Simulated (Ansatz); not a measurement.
## Exact exchange and the electronic atomisation energy of CHFO (formyl fluoride)

CHFO: 4 atoms, total charge 0, spin state singlet. SMILES: `O=CF`. The coordinates come from a PBE0-D4/def2-TZVP relaxation.

The electronic atomisation energy y, in eV, basis def2-TZVPP; a is the functional's share of exact exchange. Programs: Ansatz 0.2.0.

```
functional  program     a  y (eV)
    r2SCAN   Ansatz     0   17.59
      BLYP   Ansatz     0   17.74
     B3LYP   Ansatz   0.2       ?
      PBE0   Ansatz  0.25   17.49
     BHLYP   Ansatz   0.5   16.26
```

Task: Fit y = c + s·a to the known rows and predict B3LYP.

Result: 
1. Means of the 4 rows: a = 0.1875, y = 17.270.
2. Σ(Δa)² = 0.17188, Σ(Δa·Δy) = -0.45, so the slope is -0.45/0.17188 = -2.6181.
3. Intercept: 17.270 − (-2.6181) × 0.1875 = 17.761. The largest residual of the fit is 0.38.
4. B3LYP: 17.761 + (-2.6181) × 0.2 = 17.24 eV.

The run gave 17.38 eV, so the prediction is off by -0.14 eV, within the largest residual.
